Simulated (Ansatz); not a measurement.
Consider the homolysis of the H–O bond: `O[SiH2]O` → H• + `[O][SiH2]O`•.

Computed with Ansatz on PBE0-D4/def2-TZVP structures; ΔE is electronic, products minus reactants. CCSD(T)/CBS adds triple-zeta CCSD(T) − MP2 to the extrapolated MP2 energy (def2 sets, frozen cores). This one scheme is used for every species, atoms too. DFT in def2-TZVPP. B3LYP here is the variant with VWN-RPA as its local correlation; programs differ in this. Open shells (•) are unrestricted, without spin–orbit coupling. One conformer a species, not always the lowest.

| level | ΔE (kcal/mol) | difference from CCSD(T)/CBS |
| --- | --- | --- |
| LDA (SPW92) | 133.3 | 5.4 |
| B97M-V | 120.0 | -7.9 |
| B3LYP-D4 | 121.3 | -6.6 |
| B2PLYP | 123.7 | -4.2 |
| PBE-QIDH | 124.2 | -3.7 |
| r2SCAN | 119.4 | -8.5 |
| PBE0 | 120.3 | -7.6 |
| r2SCANh | 119.7 | -8.2 |
| LC-ωPBE | 122.3 | -5.6 |
| MP2/def2-TZVPP | 129.9 | 2.0 |
| CCSD(T)/CBS | 127.9 | 0 |

Largest T1 diagnostic among the species: 0.019.

At CCSD(T), def2-SVP lies −8.3 kcal/mol from the extrapolated value and def2-TZVPP −3.3 kcal/mol: correlation converges slowly with the basis, and small sets miss more of it in the bonded molecule than in its fragments. In def2-TZVPP, CCSD(T) changes the Hartree–Fock value by +33.3 kcal/mol (the triples alone add +1.3 kcal/mol) and MP2 by +38.7 kcal/mol; breaking electron pairs costs correlation energy, which Hartree–Fock lacks. From PBE to PBE0 (25 % exact exchange), in def2-TZVPP and without D4, ΔE moves by +1.5 kcal/mol.
